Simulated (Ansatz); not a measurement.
The input, for Ansatz 0.2.0:

```yaml
crystal:
  periodic: [false, false, false]
  atoms:
    - {symbol: Si, position_ang: [0.000000, 0.000000, 0.220519]}
    - {symbol: B, position_ang: [0.000000, 0.000000, -1.818037]}
    - {symbol: H, position_ang: [0.000000, 0.000000, 1.597519]}
basis:
  gaussian: {orbitals: 6-31G}
magnetization: {spin_polarized: true, initial_magnetization: 0}
correlation: {method: ccsdtq, electrons: outside_noble_gas}
```

```sh
$ ansatz run in.yaml --threads 1 --pin off --events-out ev --progress --plain --max-ram 2393MiB
```

Q: Roughly how long does this take on 1 thread of Arm Neoverse V2, shared host, and how much host memory?

A: 30 s wall and 0.24 GiB.

```
499 factors; integrals over basis functions are off by at most 1.0e-7 eV
mean field evaluation 1: about -8540.9566 eV, gradient 4.9e0 eV
mean field evaluation 2: about -8540.9583 eV, gradient 4.9e0 eV
mean field evaluation 4: about -8541.3504 eV, gradient 8.8e-1 eV
mean field evaluation 8: about -8541.3773 eV, gradient 1.5e-3 eV
mean field evaluation 16: about -8541.3681 eV, gradient 2.8e-1 eV
mean field evaluation 32: about -8542.2740 eV, gradient 1.3e-2 eV
mean field evaluation 64: about -8542.3909 eV, gradient 1.2e-6 eV
mean field evaluation 96: about -8542.2034 eV, gradient 1.6e-3 eV
mean field evaluation 128: about -8542.2734 eV, gradient 5.6e-2 eV
mean field evaluation 160: about -8542.2034 eV, gradient 2.3e-4 eV
...
mean field -8542.39090544 eV, -313.9270755343 hartree, gradient 1.2e-6 eV, S^2 1.769418; 22 other end points of the search recorded, 0 dependent functions left out
determinant -8542.39090544 eV, -313.9270755343 hartree, with singles and doubles -8544.81693545 eV, -314.0162304928 hartree
determinant -8542.27402247 eV, -313.9227801646 hartree, with singles and doubles -8545.26764685 eV, -314.0327938312 hartree
determinant -8542.27278769 eV, -313.9227347872 hartree, with singles and doubles -8545.27743663 eV, -314.0331535989 hartree
determinant -8542.20335122 eV, -313.9201830439 hartree, with singles and doubles -8545.31798185 eV, -314.0346436085 hartree
determinant -8541.80027627 eV, -313.9053703129 hartree, with singles and doubles -8545.03459032 eV, -314.0242291618 hartree
determinant -8541.77722229 eV, -313.9045230948 hartree, with singles and doubles -8544.75478958 eV, -314.0139466742 hartree
determinant -8541.37777467 eV, -313.8898436654 hartree, with singles and doubles -8544.63041241 eV, -314.0093758975 hartree
determinant -8541.37730395 eV, -313.8898263667 hartree, with singles and doubles -8544.63052442 eV, -314.0093800140 hartree
determinant -8539.99274242 eV, -313.8389446689 hartree, with singles and doubles -8542.55161505 eV, -313.9329815038 hartree
determinant -8539.59919550 eV, -313.8244820862 hartree, with singles and doubles -8542.87259881 eV, -313.9447774392 hartree
determinant -8542.39090544 eV, -313.9270755343 hartree, with singles and doubles -8544.84805767 eV, -314.0173742135 hartree
determinant -8542.27402247 eV, -313.9227801646 hartree, with singles and doubles -8545.37742377 eV, -314.0368280587 hartree
determinant -8542.27278769 eV, -313.9227347872 hartree, with singles and doubles -8545.37715253 eV, -314.0368180907 hartree
determinant -8542.20335122 eV, -313.9201830439 hartree, with singles and doubles -8545.38154979 eV, -314.0369796871 hartree
determinant -8541.80027627 eV, -313.9053703129 hartree, with singles and doubles -8545.26841964 eV, -314.0328222307 hartree
6 core orbitals not correlated: weight in the atoms' cores, before any rotation towards them, 1.000 or more for the frozen orbitals, at most 0.000 for the correlated occupied ones
reference -8542.20335122 eV, -313.9201830439 hartree; 4, 4 occupied and 14, 14 virtual orbitals, 499 factors
second order -2.08100130 eV of doubles, -0.00000000 eV of singles
...
cycle  20  -3.60134472 eV  change   -3.5e-5 eV  update   3.6e-5
cycle  21  -3.60135169 eV  change   -7.0e-6 eV  update   2.3e-5
cycle  22  -3.60133816 eV  change    1.4e-5 eV  update   1.1e-5
cycle  23  -3.60132730 eV  change    1.1e-5 eV  update   6.2e-6
cycle  24  -3.60132775 eV  change   -4.6e-7 eV  update   4.3e-6
cycle  25  -3.60132879 eV  change   -1.0e-6 eV  update   2.8e-6
cycle  26  -3.60132826 eV  change    5.3e-7 eV  update   1.8e-6
cycle  27  -3.60132499 eV  change    3.3e-6 eV  update   1.3e-6
cycle  28  -3.60132553 eV  change   -5.4e-7 eV  update   4.7e-7
cycle  29  -3.60132526 eV  change    2.7e-7 eV  update   2.8e-7
WARN: the results are in doubt because among natural orbitals full CI differs from the method by +0.865 eV
Total energy: -8545.80467648 eV, -314.0525293061 hartree
In doubt: among natural orbitals full CI differs from the method by +0.865 eV
```

The determinant lies 0.19 eV above the lowest one of its kind in the log. Its ⟨S²⟩ is 1.00 against 0.00 for a pure state. The T1 diagnostic is 0.024.
